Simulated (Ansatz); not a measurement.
Reaction (substitution at a C–C bond): `C=C(O)C(=N)F` + `OC=S` → `C=C(O)OC=S` + `N=CF`

Gas-phase electronic energies from Ansatz, PBE0-D4/def2-TZVP geometries. CBS: MP2 limit from def2 TZ/QZ plus the TZ coupled-cluster correction, frozen cores. This one scheme is used for every species. Each species was taken in one conformer, which may not be the lowest.

```csv
level,ΔE (kJ/mol)
MP2/def2-QZVPP,43.2
MP2/CBS(def2),44.1
```

Q: What does CCSD(T)/CBS give? (An estimate is asked.)

A: Computed: +42.5 kJ/mol. The listed levels differ from it by 0.7, 1.6 kJ/mol.

Largest T1 diagnostic among the species: 0.018.

In def2-TZVPP, CCSD(T) changes the Hartree–Fock value by +12.3 kJ/mol (the triples alone add +1.6 kJ/mol) and MP2 by +13.9 kJ/mol.

CCSD(T)/CBS has its own doubt, a few kJ/mol and more with outer-core shells, so smaller differences from it don't rank the levels.
